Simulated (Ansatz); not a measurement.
Reaction (cleavage of the Al–P bond): `[SiH3][AlH][PH2]` + H₂S → `[SiH3][AlH][SH]` + PH₃

Isolated molecules relaxed with PBE0-D4/def2-TZVP in Ansatz; ΔE leaves out vibrations. CBS: MP2 limit from def2 TZ/QZ plus the TZ coupled-cluster correction, frozen cores. This one scheme is used for every species. DFT in def2-TZVPP. B3LYP here is the variant with VWN-RPA as its local correlation; programs differ in this. HSE06 is defined as in plane-wave codes. One conformer a species, not always the lowest.

`[SiH3][AlH][PH2]`:

```xyz
9

Si    0.354    1.669    0.479
Al    0.056   -0.336   -0.905
P     0.102   -2.444    0.071
H     0.638    1.335    1.904
H    -0.885    2.501    0.455
H     1.468    2.527   -0.017
H    -0.061   -0.244   -2.487
H    -0.683   -2.064    1.191
H    -0.989   -2.942   -0.691
```

H₂S:

Z-matrix (Å, degrees):
```
S
H 1 1.341
H 1 1.341 2 92.3
```

`[SiH3][AlH][SH]`:

```xyz
8

Si    1.309    0.363   -0.766
Al   -0.894   -0.298    0.068
S    -1.201   -0.181    2.229
H     2.236    0.726    0.341
H     1.196    1.540   -1.675
H     1.934   -0.741   -1.549
H    -2.107   -0.797   -0.822
H    -2.473   -0.611    2.174
```

PH₃:

Z-matrix (Å, degrees):
```
P
H 1 1.420
H 1 1.420 2 93.1
H 1 1.420 2 93.1 3 93.3
```

**Question.** Is it downhill or uphill in electronic energy at CCSD(T)/CBS, and by how much? (Estimate.)

**Answer.** The calculation gave: Downhill: ΔE = -0.74 eV.

**Question.** What do these levels give: revPBE-D4, B97M-V, B3LYP-D4, r2SCAN0-D4, HSE06-D4, PBE, r2SCAN0, CAM-B3LYP, CCSD(T)/def2-SVP, HF/def2-TZVPP, CCSD(T)/def2-TZVPP, MP2/CBS(def2)? (Estimate.)

**Answer.** Computed: revPBE-D4 -0.68, B97M-V -0.74, B3LYP-D4 -0.75, r2SCAN0-D4 -0.74, HSE06-D4 -0.70, PBE -0.69, r2SCAN0 -0.75, CAM-B3LYP -0.78, CCSD(T)/def2-SVP -0.80, HF/def2-TZVPP -0.83, CCSD(T)/def2-TZVPP -0.74, MP2/CBS(def2) -0.77 eV.

Largest T1 diagnostic among the species: 0.014.

At CCSD(T), def2-SVP lies −0.06 eV from the extrapolated value and def2-TZVPP −0.00 eV. In def2-TZVPP, CCSD(T) changes the Hartree–Fock value by +0.09 eV (the triples alone add +0.01 eV) and MP2 by +0.06 eV.
